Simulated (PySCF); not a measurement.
Species: P2F4.
Bonds: F1–P2, P2–F3, P2–P4, P4–F5, P4–F6.

Method: PySCF, PBE0-D3(BJ)/def2-SVP geometry optimisation, gas phase; density fitting, grid level 1; the optimiser is geomeTRIC in internal coordinates, started from a GFN2-xTB structure with every atom displaced at random (about 0.01 Å).

Geometry at step 0:
```
atom  x, y, z in Å
F1     -1.4711   -0.3752   -1.3320
P2     -0.9010   -0.6842    0.1308
F3     -1.7932    0.4571    0.8696
P4      0.9282    0.6820   -0.1429
F5      1.4936    0.3450    1.3173
F6      1.7677   -0.4548   -0.8875
```

**Question.** What forces act on the atoms?

**Answer.** 
```
atom  Fx (eV/Å)  Fy (eV/Å)  Fz (eV/Å)
  F1     -0.124     -0.249     -0.699
  P2     -0.066      0.816      0.307
  F3      0.207     -0.300      0.236
  P4     -0.527     -0.166      0.164
  F5      0.147      0.253      0.690
  F6      0.362     -0.354     -0.698
```

The largest, 0.87 eV/Å, acts on P2 (F6 within 3 % of it); the rms over all components is 0.419 eV/Å. The forces sum to zero within rounding, as they must for an isolated molecule in no field.

**Question.** Give the force on P2 in Eh/bohr and in nN.

**Answer.** 0.874 eV/Å ÷ 51.422 = 0.01700 Eh/bohr, and 0.874 eV/Å × 1.602 = 1.40 nN.

**Question.** How far is this geometry from the end of the optimisation?

**Answer.** 0.064 eV above it, and 0.041 Å rms away after alignment. The bonds farthest from their final lengths, with half the difference of the two atoms' forces along the bond (positive lengthens):

```
 bond  now (Å)  final (Å)  force along bond (eV/Å)
P2–P4    2.299      2.275                    -0.47
P4–F6    1.597      1.615                    +0.50
F1–P2    1.600      1.616                    +0.37
P4–F5    1.602      1.615                    +0.31
P2–F3    1.626      1.615                    -0.48
```

The angle farthest from its final value is F1–P2–F3, 94.8° against 98.8°.

Of the 5 listed bonds off by 0.010 Å or more, this force points towards the final length in 5.

What follows is the cost of the whole optimisation. Time: 20 s wall; peak memory 0.38 GiB. Hardware: one thread of an Arm Neoverse V1, shared host with 32 logical CPUs at a one-minute load of 10.
